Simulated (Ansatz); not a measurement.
**S2O (SMILES O=S=S), run twice**

Wanted: the energy of S2O, UCCSD(T)/STO-3G.

The results are computed with Ansatz 0.2.0.

53 further runs of the same task are left out: 20 that didn't finish, 33 set aside as unsound or not needed.

**1. The structure to begin with**

S2O: 3 atoms, total charge 0, spin state singlet. SMILES: `O=S=S`. The S3–S2 distance was set to 3.819 Å, away from the relaxed value. At this shape a bond of the SMILES string is far longer than usual.

Bond lengths: O1–S2 1.448 Å.

**2. First attempt**

Input file run.yaml:

```yaml
crystal:
  periodic: [false, false, false]
  atoms:
    - {symbol: O, position_ang: [1.981670, 1.970120, 1.284840]}
    - {symbol: S, position_ang: [2.109770, 0.564140, 0.961020]}
    - {symbol: S, position_ang: [-0.990830, -0.985060, -0.642420]}
basis:
  gaussian: {orbitals: STO-3G}
accuracy: high
scf: {omitted_lower_state_checks: [cluster_reference, increment]}
correlation: {method: ccsd_t, frozen_orbitals: {O: 1, S: 5}}
```

Launch:

```bash
$ ansatz run run.yaml --threads 1 --pin off --max-ram 2610MiB --events-out events.jsonl --progress --plain --runs-dir runs
```

What it wrote:

```text
Warning: RAYON_NUM_THREADS=1 ignored (pool sized by the plan → 1); use --threads N
[... 20 lines left out ...]
11 core orbitals not correlated: weight in the atoms' cores, before any rotation towards them, 1.000 or more for the frozen orbitals, at most 0.000 for the correlated occupied ones
[... 301 lines left out ...]
Error: not converged in 300 cycles: update norm 5.328e-6, energy change -1.018e-6 eV, smallest ratio of the change in the update to the step in singles and doubles: 7.4e-4
```

It took 1.6 s on 1 thread of Arm Neoverse V1, shared host.

**3. Reading the log**

No converged result was reached.

The telling line is `Error: not converged in 300 cycles: update norm 5.328e-6, energy change -1.018e-6 eV, smallest ratio of the change in the update to the step in single`. Among its listed settings the sound run differs in this, and the input shows the rest: reference UHF in place of RHF. The next try takes another reference, UHF in place of RHF: a different method, not a cure for the first.

**4. Try two**

Input file molecule.yaml:

```yaml
crystal:
  periodic: [false, false, false]
  atoms:
    - {symbol: O, position_ang: [1.981670, 1.970120, 1.284840]}
    - {symbol: S, position_ang: [2.109770, 0.564140, 0.961020]}
    - {symbol: S, position_ang: [-0.990830, -0.985060, -0.642420]}
basis:
  gaussian: {orbitals: STO-3G}
accuracy: high
magnetization: {spin_polarized: true, initial_magnetization: 0}
correlation: {method: ccsd_t, frozen_orbitals: {O: 1, S: 5}}
scf: {omitted_lower_state_checks: [cluster_reference, increment]}
```

Launch:

```bash
$ ansatz run molecule.yaml --threads 1 --pin off --max-ram 2610MiB --events-out events.jsonl --progress --plain --runs-dir runs
```

What it wrote:

```text
Warning: RAYON_NUM_THREADS=1 ignored (pool sized by the plan → 1); use --threads N
[... 31 lines left out ...]
11 core orbitals not correlated: weight in the atoms' cores, before any rotation towards them, 1.000 or more for the frozen orbitals, at most 0.000 for the correlated occupied ones
[... 124 lines left out ...]
Total energy: -23406.21350530 eV, -860.1624810186 hartree
Checks for a lower state left out: cluster_reference, increment
```

Run time: 6.3 s. Hardware: 1 thread of Arm Neoverse V1, shared host.

**5. Summary of results**

Level: UCCSD(T)/STO-3G.

| quantity | value |
| --- | --- |
| total energy | -860.16248 Eh |
| correlation energy (11 core orbitals frozen) | -83.3 mEh |
| (T) correction | -0.62 mEh |
| ⟨S²⟩ of the reference determinant | 2.004 |
| T1 diagnostic | 0.060 |

What this shows: ⟨S²⟩ is 2.00 where a pure singlet has 0.00: the reference is spin-contaminated. The T1 diagnostic of 0.060 is above the customary mark for such species, so a single reference may not serve. The triples make up 0.7 % of the correlation energy.
